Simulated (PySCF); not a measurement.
Gas-phase reaction: ethylsilane + C₂H₂ (acetylene) → CH₃SiH₃ + C₃H₄ (cyclic). Level: PBE0/def2-QZVP†; standard pressure 1 bar.

Method: PySCF energies plus ideal-gas RRHO corrections (1 bar). † marks an energy on the PBE0/def2-TZVP geometry and frequencies. All species are closed-shell singlets. The harmonic model lacks anharmonicity and excited electronic states, which grow with temperature; levels with a mode under 35 cm⁻¹ are left out. Internal rotation in ethylsilane, CH₃SiH₃ is treated as a harmonic vibration of one conformer, which makes the entropy rough.

```
T (K)  1000/T (1/K)  log10 K
-----  ------------  -------
500          2.0000    -3.75
600          1.6667    -3.18
800          1.2500    -2.49
1000         1.0000    -2.08
1200         0.8333    -1.82
1400         0.7143        ?
```

### Question
Fit log10 K = a + b·(1000/T) to the five rows, get the mean ΔH° and ΔS°, and predict log10 K at 1400 K.

### Answer
Means: 1000/T = 1.3500, log10 K = -2.664. Sums of products about the means: Sxy = -1.52721, Sxx = 0.922278, so b = Sxy/Sxx = -1.66 and a = -2.664 − (-1.66)×1.3500 = -0.42.
ΔH° = −R ln 10 × 1000 K × b = −19.145 × (-1.66) = 32 kJ; ΔS° = R ln 10 × a = -8 J/K. The run's own values go from 33 kJ and -6 J/K at 500 K to 29 kJ and -11 J/K at 1400 K.
Prediction at 1400 K: -0.42 + (-1.66)×0.7143 = -1.61. The computed value is -1.64, 0.03 from the line.
For scale, ΔH°(298 K) is 35 kJ at this level, 53 kJ at ωB97M-V/def2-TZVP†, and runs from 23 to 71 kJ over the 20 levels computed.
